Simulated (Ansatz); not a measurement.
Multireference treatment of C2H6, singlet

Computed with Ansatz's Gaussian-basis code (development build); CASPT2, NEVPT3, NEVPT4(SD) by development code. Basis cc-pVDZ, nonrelativistic, 2 orbitals frozen in the corrections. State-specific CASSCF; RHF is the lowest restricted (open-shell) Hartree–Fock solution met. Letters tell apart solutions met in one space. No symmetry is imposed, so a solution can break that of the shape. The lowest solution met needn't be the lowest there is, nor hold the orbitals that a chemist would pick.

Geometry:

```xyz
8

C     0.0000    0.0000    0.7622
C     0.0000    0.0000   -0.7622
H     0.0000    1.0190    1.1572
H    -0.8824   -0.5095    1.1572
H     0.8824   -0.5095    1.1572
H     0.0000   -1.0190   -1.1572
H    -0.8824    0.5095   -1.1572
H     0.8824    0.5095   -1.1572
```

CASSCF less RHF, in eV, and natural occupations:

| CAS | CASSCF | occupations |
| --- | --- | --- |
| (2,2) a | -0.424 | 1.98, 0.02 |
| (2,2) b | -0.403 | 1.98, 0.02 |

What totals less RHF do the corrections give on each solution?



```json
{"CAS": "(2,2) a", "SC-NEVPT2": "-8.190", "FIC-NEVPT2": "-8.191", "NEVPT3": "-9.057", "NEVPT4(SD)": "-9.343", "CASPT2 (IPEA 0)": "-8.280"}
{"CAS": "(2,2) b", "SC-NEVPT2": "-8.148", "FIC-NEVPT2": "-8.150", "NEVPT3": "-9.037", "NEVPT4(SD)": "-9.340", "CASPT2 (IPEA 0)": "-8.242"}
```

In CAS(2,2), is the solution lowest in CASSCF also lowest after SC-NEVPT2?

Yes: (2,2) a stays lowest, 0.04 eV under the next.

How do single-reference totals in the same basis and frozen core stand against SC-NEVPT2 in CAS(2,2) a?

CCSD(T) -1.264 eV. Coupled cluster stands on the determinant that it favours, which can lie over the RHF solution above, and is in doubt where the occupations are far from 0, 1 and 2.
